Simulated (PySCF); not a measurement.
## NH: from constants to spectrum

UHF-CCSD(T) constants of NH, ³Σ⁻ (triplet), unpaired electrons π ↑↑ (H pcseg-2, N pcseg-2; no relativity (PySCF 2.14); masses 1.0078 and 14.0031 u):

| Quantity | Value |
| --- | --- |
| ωe | 3281.9 cm⁻¹ |
| ωexe | 80.6 cm⁻¹ |
| Be | 16.657 cm⁻¹ |
| αe | 0.657 cm⁻¹ |
| D (centrifugal) | 0.00172 cm⁻¹ |
| De to H + N | 3.46 eV |

Question: Give the vibrational terms G(v) and spacings up to v = 5.

Answer: G(v) = ωe(v+½) − ωexe(v+½)².

```json
{"v": "0", "G(v) (cm⁻¹)": "1621", "G(v) − G(v−1)": "", "Bv (cm⁻¹)": "16.33"}
{"v": "1", "G(v) (cm⁻¹)": "4742", "G(v) − G(v−1)": "3121", "Bv (cm⁻¹)": "15.67"}
{"v": "2", "G(v) (cm⁻¹)": "7701", "G(v) − G(v−1)": "2960", "Bv (cm⁻¹)": "15.01"}
{"v": "3", "G(v) (cm⁻¹)": "10499", "G(v) − G(v−1)": "2798", "Bv (cm⁻¹)": "14.36"}
{"v": "4", "G(v) (cm⁻¹)": "13136", "G(v) − G(v−1)": "2637", "Bv (cm⁻¹)": "13.70"}
{"v": "5", "G(v) (cm⁻¹)": "15612", "G(v) − G(v−1)": "2476", "Bv (cm⁻¹)": "13.04"}
```

Question: How well does the Morse estimate ωe²/(4ωexe) reproduce De, and what is D0?

Answer: It gives 4.14 eV, 120 % of the computed De. D0 = De − G(0) = 3.46 − 0.20 = 3.26 eV.

Measured values (Huber and Herzberg, Constants of Diatomic Molecules (1979)): ωe = 3282.27 cm⁻¹, ωexe = 78.35 cm⁻¹, Be = 16.6993 cm⁻¹, αe = 0.649 cm⁻¹.

Correlated steps freeze 1 core orbital. The state is the lowest determinant that a PBE0 search found; another state may lie lower at other levels.
